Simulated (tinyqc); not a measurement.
Worked calculation (part 1 of 2): ROHF in the sto-3g basis, for OH+, spin multiplicity 3. This run ends on a higher stationary point, not on the lowest solution. Computed by tinyqc, a small Python program that keeps every step (integrals from PySCF). Settings: charge = 1, multiplicity = 3, basis = sto-3g, energy threshold = 1e-09, iteration cap = 57, orthogonalisation = symmetric, start = highest core orbitals, DIIS depth = 8, method = ROHF. Command: `OMP_NUM_THREADS=1 python tinyqc.py 21550 21551 out.jsonl` (the two numbers bound the seeds that draw the settings). One thread of a shared host (Intel(R) Xeon(R) Processor @ 2.60GHz), about 0.1 s of CPU time with the checks. Later iterations appear only in the table of the cycle.

## One-electron integrals

Geometry (angstrom):
```
atom,x,y,z
O,0.000000,0.000000,0.000000
H,0.000000,0.000000,1.594000
```

Basis sto-3g: exponents (1/bohr^2) and contraction coefficients of normalised primitives:
```
element,l (shell),exponent,coefficient
O,s (1),130.709320,0.154329
O,s (1),23.808861,0.535328
O,s (1),6.443608,0.444635
O,s (2),5.033151,-0.099967
O,s (2),1.169596,0.399513
O,s (2),0.380389,0.700115
O,p (3),5.033151,0.155916
O,p (3),1.169596,0.607684
O,p (3),0.380389,0.391957
H,s (1),3.425251,0.154329
H,s (1),0.623914,0.535328
H,s (1),0.168855,0.444635
```

Overlap, kinetic and nuclear-attraction integrals over the contracted functions; the nuclear repulsion is the sum of Za Zb / Rab.

nuclear repulsion = 2.65584548 hartree

overlap S:
```
,1O 1s,1O 2s,1O 2px,1O 2py,1O 2pz,2H 1s
1O 1s,1.000000,0.236704,0.000000,0.000000,0.000000,0.012516
1O 2s,0.236704,1.000000,0.000000,0.000000,0.000000,0.167591
1O 2px,0.000000,0.000000,1.000000,0.000000,0.000000,0.000000
1O 2py,0.000000,0.000000,0.000000,1.000000,0.000000,0.000000
1O 2pz,0.000000,0.000000,0.000000,0.000000,1.000000,0.170101
2H 1s,0.012516,0.167591,0.000000,0.000000,0.170101,1.000000
```

kinetic energy T (hartree):
```
,1O 1s,1O 2s,1O 2px,1O 2py,1O 2pz,2H 1s
1O 1s,29.003200,-0.168011,0.000000,0.000000,0.000000,-0.003514
1O 2s,-0.168011,0.808128,0.000000,0.000000,0.000000,-0.012625
1O 2px,0.000000,0.000000,2.528731,0.000000,0.000000,0.000000
1O 2py,0.000000,0.000000,0.000000,2.528731,0.000000,0.000000
1O 2pz,0.000000,0.000000,0.000000,0.000000,2.528731,0.020227
2H 1s,-0.003514,-0.012625,0.000000,0.000000,0.020227,0.760032
```

nuclear attraction V (hartree):
```
,1O 1s,1O 2s,1O 2px,1O 2py,1O 2pz,2H 1s
1O 1s,-60.950436,-7.261661,0.000000,0.000000,-0.005598,-0.392953
1O 2s,-7.261661,-9.383866,0.000000,0.000000,-0.070586,-1.066141
1O 2px,0.000000,0.000000,-9.300567,0.000000,0.000000,0.000000
1O 2py,0.000000,0.000000,0.000000,-9.300567,0.000000,0.000000
1O 2pz,-0.005598,-0.070586,0.000000,0.000000,-9.332989,-0.921406
2H 1s,-0.392953,-1.066141,0.000000,0.000000,-0.921406,-3.875334
```

core Hamiltonian H = T + V (hartree):
```
,1O 1s,1O 2s,1O 2px,1O 2py,1O 2pz,2H 1s
1O 1s,-31.947236,-7.429672,0.000000,0.000000,-0.005598,-0.396467
1O 2s,-7.429672,-8.575738,0.000000,0.000000,-0.070586,-1.078766
1O 2px,0.000000,0.000000,-6.771836,0.000000,0.000000,0.000000
1O 2py,0.000000,0.000000,0.000000,-6.771836,0.000000,0.000000
1O 2pz,-0.005598,-0.070586,0.000000,0.000000,-6.804258,-0.901179
2H 1s,-0.396467,-1.078766,0.000000,0.000000,-0.901179,-3.115302
```

## Two-electron integrals

Functions are numbered as in S; the eight-fold symmetry (ij|kl) = (ji|kl) = (kl|ij) leaves the list below.

Two-electron integrals (ij|kl) in chemists' order, unique and non-zero (hartree):
```
i,j,k,l,(ij|kl)
1,1,1,1,4.785065
2,1,1,1,0.741380
2,1,2,1,0.136873
2,2,1,1,1.118947
2,2,2,1,0.256633
2,2,2,2,0.817206
3,1,3,1,0.024477
3,2,3,1,0.037809
3,2,3,2,0.180518
3,3,1,1,1.115814
3,3,2,1,0.256684
3,3,2,2,0.817023
3,3,3,3,0.880159
4,1,4,1,0.024477
4,2,4,1,0.037809
4,2,4,2,0.180518
4,3,4,3,0.047444
4,4,1,1,1.115814
4,4,2,1,0.256684
4,4,2,2,0.817023
4,4,3,3,0.785270
4,4,4,4,0.880159
5,1,5,1,0.024477
5,2,5,1,0.037809
5,2,5,2,0.180518
5,3,5,3,0.047444
5,4,5,4,0.047444
5,5,1,1,1.115814
5,5,2,1,0.256684
5,5,2,2,0.817023
5,5,3,3,0.785270
5,5,4,4,0.785270
5,5,5,5,0.880159
6,1,1,1,0.039646
6,1,2,1,0.007264
6,1,2,2,0.013558
6,1,3,3,0.013538
6,1,4,4,0.013538
6,1,5,1,0.000304
6,1,5,2,0.000578
6,1,5,5,0.013600
6,1,6,1,0.000390
6,2,1,1,0.120933
6,2,2,1,0.028193
6,2,2,2,0.102862
6,2,3,3,0.101076
6,2,4,4,0.101076
6,2,5,1,0.002053
6,2,5,2,0.017509
6,2,5,5,0.106329
6,2,6,1,0.001525
6,2,6,2,0.017935
6,3,3,1,0.002627
6,3,3,2,0.016450
6,3,5,3,0.003425
6,3,6,3,0.002274
6,4,4,1,0.002627
6,4,4,2,0.016450
6,4,5,4,0.003425
6,4,6,4,0.002274
6,5,1,1,0.099603
6,5,2,1,0.023484
6,5,2,2,0.091663
6,5,3,3,0.087934
6,5,4,4,0.087934
6,5,5,1,0.004011
6,5,5,2,0.030204
6,5,5,5,0.099016
6,5,6,1,0.001308
6,5,6,2,0.019498
6,5,6,5,0.023254
6,6,1,1,0.331051
6,6,2,1,0.078337
6,6,2,2,0.329098
6,6,3,3,0.319764
6,6,4,4,0.319764
6,6,5,1,0.005462
6,6,5,2,0.066773
6,6,5,5,0.347577
6,6,6,1,0.004237
6,6,6,2,0.081558
6,6,6,5,0.102496
6,6,6,6,0.774606
```

## Orthogonalisation

S = U s U^T; symmetric (Loewdin) form X = U s^(-1/2) U^T, so that X^T S X = 1.

eigenvalues of S: 0.696037  0.863775  1.000000  1.000000  1.123710  1.316478

X:
```
,1O 1s,1O 2s,1O 2px,1O 2py,1O 2pz,2H 1s
1O 1s,1.022119,-0.124155,0.000000,0.000000,-0.001443,0.009467
1O 2s,-0.124155,1.033526,0.000000,0.000000,0.011470,-0.088962
1O 2px,0.000000,0.000000,1.000000,0.000000,0.000000,0.000000
1O 2py,0.000000,0.000000,0.000000,1.000000,0.000000,0.000000
1O 2pz,-0.001443,0.011470,0.000000,0.000000,1.011329,-0.088257
2H 1s,0.009467,-0.088962,0.000000,0.000000,-0.088257,1.022524
```

## Starting guess

The start is the highest orbitals of the core Hamiltonian (a deliberately bad start); D(s) = C_occ C_occ^T for each spin.

D(alpha) at the start:
```
,1O 1s,1O 2s,1O 2px,1O 2py,1O 2pz,2H 1s
1O 1s,0.057528,-0.250257,0.000000,0.000000,-0.005268,0.029797
1O 2s,-0.250257,1.091602,0.000000,0.000000,0.031486,-0.185095
1O 2px,0.000000,0.000000,1.000000,0.000000,0.000000,0.000000
1O 2py,0.000000,0.000000,0.000000,1.000000,0.000000,0.000000
1O 2pz,-0.005268,0.031486,0.000000,0.000000,1.030710,-0.180537
2H 1s,0.029797,-0.185095,0.000000,0.000000,-0.180537,1.061348
```

D(beta) at the start:
```
,1O 1s,1O 2s,1O 2px,1O 2py,1O 2pz,2H 1s
1O 1s,0.000258,-0.001992,0.000000,0.000000,-0.001654,0.016488
1O 2s,-0.001992,0.015362,0.000000,0.000000,0.012756,-0.127178
1O 2px,0.000000,0.000000,1.000000,0.000000,0.000000,0.000000
1O 2py,0.000000,0.000000,0.000000,1.000000,0.000000,0.000000
1O 2pz,-0.001654,0.012756,0.000000,0.000000,0.010591,-0.105600
2H 1s,0.016488,-0.127178,0.000000,0.000000,-0.105600,1.052872
```

## Iteration 1: building the Fock matrix

J_ij = sum D_kl (ij|kl) with D = D(alpha) + D(beta), K_ij = sum D_kl (ik|jl) for each spin; F = H + J - K(s); E = tr D H + tr D J / 2 - 0.5 sum_s tr D(s) K(s) + E_nn.

Coulomb J (hartree):
```
,1O 1s,1O 2s,1O 2px,1O 2py,1O 2pz,2H 1s
1O 1s,7.337330,1.687141,0.000000,0.000000,0.011004,0.089290
1O 2s,1.687141,5.539007,0.000000,0.000000,0.128456,0.773388
1O 2px,0.000000,0.000000,5.551813,0.000000,0.000000,0.000000
1O 2py,0.000000,0.000000,0.000000,5.551813,0.000000,0.000000
1O 2pz,0.011004,0.128456,0.000000,0.000000,5.510028,0.744167
2H 1s,0.089290,0.773388,0.000000,0.000000,0.744167,3.519215
```

exchange K(alpha) (hartree):
```
,1O 1s,1O 2s,1O 2px,1O 2py,1O 2pz,2H 1s
1O 1s,0.127778,0.120336,0.000000,0.000000,-0.000002,0.009009
1O 2s,0.120336,1.294902,0.000000,0.000000,0.006456,0.178727
1O 2px,0.000000,0.000000,1.151287,0.000000,0.000000,0.000000
1O 2py,0.000000,0.000000,0.000000,1.151287,0.000000,0.000000
1O 2pz,-0.000002,0.006456,0.000000,0.000000,1.159602,0.157653
2H 1s,0.009009,0.178727,0.000000,0.000000,0.157653,0.803744
```

exchange K(beta) (hartree):
```
,1O 1s,1O 2s,1O 2px,1O 2py,1O 2pz,2H 1s
1O 1s,0.049405,0.075782,0.000000,0.000000,-0.000025,0.004700
1O 2s,0.075782,0.364467,0.000000,0.000000,0.004885,0.070012
1O 2px,0.000000,0.000000,0.928308,0.000000,0.000000,0.000000
1O 2py,0.000000,0.000000,0.000000,0.928308,0.000000,0.000000
1O 2pz,-0.000025,0.004885,0.000000,0.000000,0.102860,0.067770
2H 1s,0.004700,0.070012,0.000000,0.000000,0.067770,0.778865
```

F(alpha) (hartree):
```
,1O 1s,1O 2s,1O 2px,1O 2py,1O 2pz,2H 1s
1O 1s,-24.737684,-5.862866,0.000000,0.000000,0.005409,-0.316186
1O 2s,-5.862866,-4.331634,0.000000,0.000000,0.051413,-0.484105
1O 2px,0.000000,0.000000,-2.371310,0.000000,0.000000,0.000000
1O 2py,0.000000,0.000000,0.000000,-2.371310,0.000000,0.000000
1O 2pz,0.005409,0.051413,0.000000,0.000000,-2.453831,-0.314666
2H 1s,-0.316186,-0.484105,0.000000,0.000000,-0.314666,-0.399831
```

F(beta) (hartree):
```
,1O 1s,1O 2s,1O 2px,1O 2py,1O 2pz,2H 1s
1O 1s,-24.659311,-5.818312,0.000000,0.000000,0.005431,-0.311877
1O 2s,-5.818312,-3.401198,0.000000,0.000000,0.052984,-0.375391
1O 2px,0.000000,0.000000,-2.148331,0.000000,0.000000,0.000000
1O 2py,0.000000,0.000000,0.000000,-2.148331,0.000000,0.000000
1O 2pz,0.005431,0.052984,0.000000,0.000000,-1.397090,-0.224782
2H 1s,-0.311877,-0.375391,0.000000,0.000000,-0.224782,-0.374952
```

total energy of this density = -28.56771368 hartree

## Iteration 1: Roothaan effective Fock matrix

With projectors Pc = D(beta) S, Po = (D(alpha) - D(beta)) S, Pv = 1 - D(alpha) S, the block xy is Px^T F Py; with Fc = (F(alpha) + F(beta))/2, the blocks are Fc for cc, oo, vv and cv, F(beta) for co and F(alpha) for ov.

effective F (hartree):
```
,1O 1s,1O 2s,1O 2px,1O 2py,1O 2pz,2H 1s
1O 1s,-24.698618,-5.851207,0.000000,0.000000,0.005358,-0.315327
1O 2s,-5.851207,-3.871505,0.000000,0.000000,0.051613,-0.431970
1O 2px,0.000000,0.000000,-2.259820,0.000000,0.000000,0.000000
1O 2py,0.000000,0.000000,0.000000,-2.259820,0.000000,0.000000
1O 2pz,0.005358,0.051613,0.000000,0.000000,-1.926684,-0.278240
2H 1s,-0.315327,-0.431970,0.000000,0.000000,-0.278240,-0.389535
```

## Iteration 1: diagonalisation and new density

Diagonalise F' = X^T F X, C = X C', fill 5 alpha and 3 beta electrons from the bottom; D(s) = C_occ C_occ^T. Each column has its largest component positive (the first on a tie).

F' = X^T F X (hartree):
```
,1,2,3,4,5,6
1,-24.383036,-2.620002,0.000000,0.000000,-0.004551,-0.020500
2,-2.620002,-2.943628,0.000000,0.000000,0.056273,-0.129277
3,0.000000,0.000000,-2.259820,0.000000,0.000000,0.000000
4,0.000000,0.000000,0.000000,-2.259820,0.000000,0.000000
5,-0.004551,0.056273,0.000000,0.000000,-1.922342,-0.092245
6,-0.020500,-0.129277,0.000000,0.000000,-0.092245,-0.321781
```

orbital energies (hartree): MO1 -24.698623, MO2 -2.638643, MO3 -2.259820, MO4 -2.259820, MO5 -1.924265, MO6 -0.309256

coefficients C:
```
,MO1,MO2,MO3,MO4,MO5,MO6
1O 1s,0.999952,-0.244021,0.000000,0.000000,-0.017682,0.021688
1O 2s,0.000190,1.031509,0.000000,0.000000,0.077241,-0.147171
1O 2px,0.000000,0.000000,0.999449,0.033186,0.000000,0.000000
1O 2py,0.000000,0.000000,-0.033186,0.999449,0.000000,0.000000
1O 2pz,-0.000282,-0.065671,0.000000,0.000000,1.002211,-0.148220
2H 1s,0.000271,-0.030345,0.000000,0.000000,-0.029895,1.029337
```

D(alpha) after iteration 1:
```
,1O 1s,1O 2s,1O 2px,1O 2py,1O 2pz,2H 1s
1O 1s,1.059762,-0.252886,0.000000,0.000000,-0.001978,0.008205
1O 2s,-0.252886,1.069976,0.000000,0.000000,0.009672,-0.033610
1O 2px,0.000000,0.000000,1.000000,0.000000,0.000000,0.000000
1O 2py,0.000000,0.000000,0.000000,1.000000,0.000000,0.000000
1O 2pz,-0.001978,0.009672,0.000000,0.000000,1.008740,-0.027969
2H 1s,0.008205,-0.033610,0.000000,0.000000,-0.027969,0.001815
```

D(beta) after iteration 1:
```
,1O 1s,1O 2s,1O 2px,1O 2py,1O 2pz,2H 1s
1O 1s,1.059449,-0.251520,0.000000,0.000000,0.015743,0.007676
1O 2s,-0.251520,1.064010,0.000000,0.000000,-0.067740,-0.031301
1O 2px,0.000000,0.000000,0.998899,-0.033167,0.000000,0.000000
1O 2py,0.000000,0.000000,-0.033167,0.001101,0.000000,0.000000
1O 2pz,0.015743,-0.067740,0.000000,0.000000,0.004313,0.001993
2H 1s,0.007676,-0.031301,0.000000,0.000000,0.001993,0.000921
```

Within a degenerate level the vectors are fixed only up to a rotation; this is one choice.

## Iteration 2: building the Fock matrix

As before.

Coulomb J (hartree):
```
,1O 1s,1O 2s,1O 2px,1O 2py,1O 2pz,2H 1s
1O 1s,16.239580,3.006366,0.000000,0.000000,-0.004167,0.159715
1O 2s,3.006366,7.118267,0.000000,0.000000,-0.023565,0.853246
1O 2px,0.000000,0.000000,7.173833,-0.003147,0.000000,0.000000
1O 2py,0.000000,0.000000,-0.003147,7.079154,0.000000,0.000000
1O 2pz,-0.004167,-0.023565,0.000000,0.000000,7.079108,0.740290
2H 1s,0.159715,0.853246,0.000000,0.000000,0.740290,2.614971
```

exchange K(alpha) (hartree):
```
,1O 1s,1O 2s,1O 2px,1O 2py,1O 2pz,2H 1s
1O 1s,4.916305,0.856033,0.000000,0.000000,0.000113,0.048965
1O 2s,0.856033,1.425381,0.000000,0.000000,0.001822,0.158302
1O 2px,0.000000,0.000000,1.174181,0.000000,0.000000,0.000000
1O 2py,0.000000,0.000000,0.000000,1.174181,0.000000,0.000000
1O 2pz,0.000113,0.001822,0.000000,0.000000,1.175248,0.113378
2H 1s,0.048965,0.158302,0.000000,0.000000,0.113378,0.037467
```

exchange K(beta) (hartree):
```
,1O 1s,1O 2s,1O 2px,1O 2py,1O 2pz,2H 1s
1O 1s,4.866964,0.780307,0.000000,0.000000,-0.001948,0.042306
1O 2s,0.780307,1.060806,0.000000,0.000000,-0.065868,0.106202
1O 2px,0.000000,0.000000,1.077460,-0.027619,0.000000,0.000000
1O 2py,0.000000,0.000000,-0.027619,0.246579,0.000000,0.000000
1O 2pz,-0.001948,-0.065868,0.000000,0.000000,0.248814,0.011355
2H 1s,0.042306,0.106202,0.000000,0.000000,0.011355,0.014583
```

F(alpha) (hartree):
```
,1O 1s,1O 2s,1O 2px,1O 2py,1O 2pz,2H 1s
1O 1s,-20.623961,-5.279339,0.000000,0.000000,-0.009878,-0.285717
1O 2s,-5.279339,-2.882852,0.000000,0.000000,-0.095974,-0.383822
1O 2px,0.000000,0.000000,-0.772183,-0.003147,0.000000,0.000000
1O 2py,0.000000,0.000000,-0.003147,-0.866863,0.000000,0.000000
1O 2pz,-0.009878,-0.095974,0.000000,0.000000,-0.900398,-0.274267
2H 1s,-0.285717,-0.383822,0.000000,0.000000,-0.274267,-0.537798
```

F(beta) (hartree):
```
,1O 1s,1O 2s,1O 2px,1O 2py,1O 2pz,2H 1s
1O 1s,-20.574619,-5.203613,0.000000,0.000000,-0.007817,-0.279058
1O 2s,-5.203613,-2.518277,0.000000,0.000000,-0.028283,-0.331722
1O 2px,0.000000,0.000000,-0.675462,0.024472,0.000000,0.000000
1O 2py,0.000000,0.000000,0.024472,0.060739,0.000000,0.000000
1O 2pz,-0.007817,-0.028283,0.000000,0.000000,0.026036,-0.172244
2H 1s,-0.279058,-0.331722,0.000000,0.000000,-0.172244,-0.514914
```

total energy of this density = -73.76643613 hartree

## Iteration 2: Roothaan effective Fock matrix

As before.

effective F (hartree):
```
,1O 1s,1O 2s,1O 2px,1O 2py,1O 2pz,2H 1s
1O 1s,-20.599288,-5.241248,0.000000,0.000000,-0.005554,-0.281876
1O 2s,-5.241248,-2.698388,0.000000,0.000000,-0.046213,-0.353755
1O 2px,0.000000,0.000000,-0.723822,0.010662,0.000000,0.000000
1O 2py,0.000000,0.000000,0.010662,-0.403062,0.000000,0.000000
1O 2pz,-0.005554,-0.046213,0.000000,0.000000,-0.438155,-0.200399
2H 1s,-0.281876,-0.353755,0.000000,0.000000,-0.200399,-0.519305
```

## Iteration 2: DIIS over 2 matrices

error matrix X^T (FDS - SDF) X:
```
,1,2,3,4,5,6
1,0.000000,0.006688,0.000000,0.000000,0.028340,-0.083894
2,-0.006688,0.000000,0.000000,0.000000,0.114689,0.130125
3,0.000000,0.000000,0.000000,0.000000,0.000000,0.000000
4,0.000000,0.000000,0.000000,0.000000,0.000000,0.000000
5,-0.028340,-0.114689,0.000000,0.000000,0.000000,0.112276
6,0.083894,-0.130125,0.000000,0.000000,-0.112276,0.000000
```

B (overlaps of the stored error matrices):
```
,1,2
1,4.7717277e-02,-3.1552688e-02
2,-3.1552688e-02,1.0115593e-01
```

Minimise |sum c_i e_i|^2 with sum c_i = 1: solve [B -1; -1 0][c; lambda] = [0; -1] with B_ij = tr e_i^T e_j, and take F = sum c_i F_i.

DIIS coefficients: 0.626047  0.373953

extrapolated F (hartree):
```
,1O 1s,1O 2s,1O 2px,1O 2py,1O 2pz,2H 1s
1O 1s,-23.165663,-5.623111,0.000000,0.000000,0.001278,-0.302818
1O 2s,-5.623111,-3.432815,0.000000,0.000000,0.015031,-0.402722
1O 2px,0.000000,0.000000,-1.685430,0.003987,0.000000,0.000000
1O 2py,0.000000,0.000000,0.003987,-1.565481,0.000000,0.000000
1O 2pz,0.001278,0.015031,0.000000,0.000000,-1.370045,-0.249131
2H 1s,-0.302818,-0.402722,0.000000,0.000000,-0.249131,-0.438063
```

## Iteration 2: diagonalisation and new density

As before.

F' = X^T F X (hartree):
```
,1,2,3,4,5,6
1,-22.832478,-2.626801,0.000000,0.000000,-0.005639,-0.012997
2,-2.626801,-2.516266,0.000000,0.000000,0.024223,-0.129370
3,0.000000,0.000000,-1.685430,0.003987,0.000000,0.000000
4,0.000000,0.000000,0.003987,-1.565481,0.000000,0.000000
5,-0.005639,0.024223,0.000000,0.000000,-1.359432,-0.103803
6,-0.012997,-0.129370,0.000000,0.000000,-0.103803,-0.375858
```

orbital energies (hartree): MO1 -23.166655, MO2 -2.191339, MO3 -1.685562, MO4 -1.565348, MO5 -1.370108, MO6 -0.355933

coefficients C:
```
,MO1,MO2,MO3,MO4,MO5,MO6
1O 1s,0.998291,-0.250908,0.000000,0.000000,-0.004177,0.025996
1O 2s,0.007150,1.031932,0.000000,0.000000,0.016402,-0.162576
1O 2px,0.000000,0.000000,0.999449,0.033186,0.000000,0.000000
1O 2py,0.000000,0.000000,-0.033186,0.999449,0.000000,0.000000
1O 2pz,0.000027,-0.015874,0.000000,0.000000,0.996424,-0.193899
2H 1s,-0.000534,-0.017413,0.000000,0.000000,0.018950,1.029896
```

D(alpha) after iteration 2:
```
,1O 1s,1O 2s,1O 2px,1O 2py,1O 2pz,2H 1s
1O 1s,1.059557,-0.251851,0.000000,0.000000,-0.000153,0.003756
1O 2s,-0.251851,1.065204,0.000000,0.000000,-0.000038,-0.017662
1O 2px,0.000000,0.000000,1.000000,0.000000,0.000000,0.000000
1O 2py,0.000000,0.000000,0.000000,1.000000,0.000000,0.000000
1O 2pz,-0.000153,-0.000038,0.000000,0.000000,0.993113,0.019159
2H 1s,0.003756,-0.017662,0.000000,0.000000,0.019159,0.000663
```

D(beta) after iteration 2:
```
,1O 1s,1O 2s,1O 2px,1O 2py,1O 2pz,2H 1s
1O 1s,1.059539,-0.251783,0.000000,0.000000,0.004010,0.003836
1O 2s,-0.251783,1.064935,0.000000,0.000000,-0.016381,-0.017973
1O 2px,0.000000,0.000000,0.998899,-0.033167,0.000000,0.000000
1O 2py,0.000000,0.000000,-0.033167,0.001101,0.000000,0.000000
1O 2pz,0.004010,-0.016381,0.000000,0.000000,0.000252,0.000276
2H 1s,0.003836,-0.017973,0.000000,0.000000,0.000276,0.000303
```

## Iteration 3: building the Fock matrix

As before.

Coulomb J (hartree):
```
,1O 1s,1O 2s,1O 2px,1O 2py,1O 2pz,2H 1s
1O 1s,16.228783,3.003975,0.000000,0.000000,-0.001033,0.159638
1O 2s,3.003975,7.112846,0.000000,0.000000,-0.005637,0.854856
1O 2px,0.000000,0.000000,7.168612,-0.003147,0.000000,0.000000
1O 2py,0.000000,0.000000,-0.003147,7.073932,0.000000,0.000000
1O 2pz,-0.001033,-0.005637,0.000000,0.000000,7.073282,0.743500
2H 1s,0.159638,0.854856,0.000000,0.000000,0.743500,2.625042
```

exchange K(alpha) (hartree):
```
,1O 1s,1O 2s,1O 2px,1O 2py,1O 2pz,2H 1s
1O 1s,4.915728,0.855582,0.000000,0.000000,0.000104,0.048940
1O 2s,0.855582,1.423823,0.000000,0.000000,0.000714,0.165516
1O 2px,0.000000,0.000000,1.173473,0.000000,0.000000,0.000000
1O 2py,0.000000,0.000000,0.000000,1.173473,0.000000,0.000000
1O 2pz,0.000104,0.000714,0.000000,0.000000,1.170939,0.129160
2H 1s,0.048940,0.165516,0.000000,0.000000,0.129160,0.047979
```

exchange K(beta) (hartree):
```
,1O 1s,1O 2s,1O 2px,1O 2py,1O 2pz,2H 1s
1O 1s,4.866919,0.780186,0.000000,0.000000,-0.000295,0.042202
1O 2s,0.780186,1.063161,0.000000,0.000000,-0.016980,0.115609
1O 2px,0.000000,0.000000,1.077822,-0.027619,0.000000,0.000000
1O 2py,0.000000,0.000000,-0.027619,0.246941,0.000000,0.000000
1O 2pz,-0.000295,-0.016980,0.000000,0.000000,0.245809,0.018198
2H 1s,0.042202,0.115609,0.000000,0.000000,0.018198,0.017788
```

F(alpha) (hartree):
```
,1O 1s,1O 2s,1O 2px,1O 2py,1O 2pz,2H 1s
1O 1s,-20.634180,-5.281279,0.000000,0.000000,-0.006735,-0.285769
1O 2s,-5.281279,-2.886715,0.000000,0.000000,-0.076937,-0.389427
1O 2px,0.000000,0.000000,-0.776697,-0.003147,0.000000,0.000000
1O 2py,0.000000,0.000000,-0.003147,-0.871376,0.000000,0.000000
1O 2pz,-0.006735,-0.076937,0.000000,0.000000,-0.901915,-0.286840
2H 1s,-0.285769,-0.389427,0.000000,0.000000,-0.286840,-0.538239
```

F(beta) (hartree):
```
,1O 1s,1O 2s,1O 2px,1O 2py,1O 2pz,2H 1s
1O 1s,-20.585372,-5.205883,0.000000,0.000000,-0.006336,-0.279031
1O 2s,-5.205883,-2.526053,0.000000,0.000000,-0.059243,-0.339520
1O 2px,0.000000,0.000000,-0.681046,0.024472,0.000000,0.000000
1O 2py,0.000000,0.000000,0.024472,0.055155,0.000000,0.000000
1O 2pz,-0.006336,-0.059243,0.000000,0.000000,0.023215,-0.175878
2H 1s,-0.279031,-0.339520,0.000000,0.000000,-0.175878,-0.508048
```

total energy of this density = -73.79100458 hartree

## Iteration 3: Roothaan effective Fock matrix

As before.

effective F (hartree):
```
,1O 1s,1O 2s,1O 2px,1O 2py,1O 2pz,2H 1s
1O 1s,-20.609776,-5.243566,0.000000,0.000000,-0.005702,-0.282243
1O 2s,-5.243566,-2.706213,0.000000,0.000000,-0.063501,-0.362971
1O 2px,0.000000,0.000000,-0.728871,0.010662,0.000000,0.000000
1O 2py,0.000000,0.000000,0.010662,-0.408111,0.000000,0.000000
1O 2pz,-0.005702,-0.063501,0.000000,0.000000,-0.440768,-0.198008
2H 1s,-0.282243,-0.362971,0.000000,0.000000,-0.198008,-0.510338
```
